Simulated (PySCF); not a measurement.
Simulated outer-valence photoelectron spectrum of `O=CC1CC1`. Method: EOM-IP-CCSD/aug-cc-pVDZ in PySCF, restricted Hartree–Fock reference, 5 core orbitals frozen, non-relativistic, gas phase, PBE0-D3(BJ)/def2-SVP geometry.

Each root has a Gaussian of 0.3 eV full width with its one-hole share as area; cross sections and vibrations are left out, and the highest printed point is 100.

(ionisation energy (eV), intensity): (9.4, 3), (9.6, 41), (9.8, 55), (10.0, 6), (10.2, 0), (10.4, 0), (10.6, 1), (10.8, 28), (11.0, 64), (11.2, 13), (11.4, 3), (11.6, 42), (11.8, 54), (12.0, 6), (12.2, 0), (12.4, 0), (12.6, 0), (12.8, 0), (13.0, 0), (13.2, 3), (13.4, 42), (13.6, 55), (13.8, 13), (14.0, 90), (14.2, 100), (14.4, 10), (14.6, 0), (14.8, 1), (15.0, 29), (15.2, 62), (15.4, 12), (15.6, 0), (15.8, 0), (16.0, 0), (16.2, 0), (16.4, 5), (16.6, 50), (16.8, 46), (17.0, 4)

Q: Where are the maxima, and how many lines lie under the curve?

A: 7 maxima, at 9.7, 11.0, 11.7, 13.5, 14.1, 15.2 and 16.7 eV, from 8 lines. At this width some lines have no maximum of their own.

Q: List the lines with their holes.

A: 
| E (eV) | leading hole (HF orbital) | area | Koopmans (eV) |
| --- | --- | --- | --- |
| 9.72 | HOMO | 0.95 | 11.33 |
| 10.97 | HOMO-1 | 0.95 | 11.70 |
| 11.72 | HOMO-2 | 0.96 | 12.66 |
| 13.52 | HOMO-3 | 0.95 | 14.49 |
| 14.09 | HOMO-5 | 0.95 | 15.54 |
| 14.12 | HOMO-4 | 0.93 | 14.96 |
| 15.16 | HOMO-6 | 0.94 | 17.11 |
| 16.69 | HOMO-7 | 0.94 | 18.42 |

The widest gap, 1.80 eV, lies between 11.72 and 13.52 eV. Only orbitals with −ε under 21 eV, eight at most, were ionised, so the high end of the curve may lack lines.

Conformer computed: `[O:1]=[CH:2][CH:3]1[CH2:4][CH2:5]1`: O1–C2–C3–C4 145°.

One conformer stands for the species.
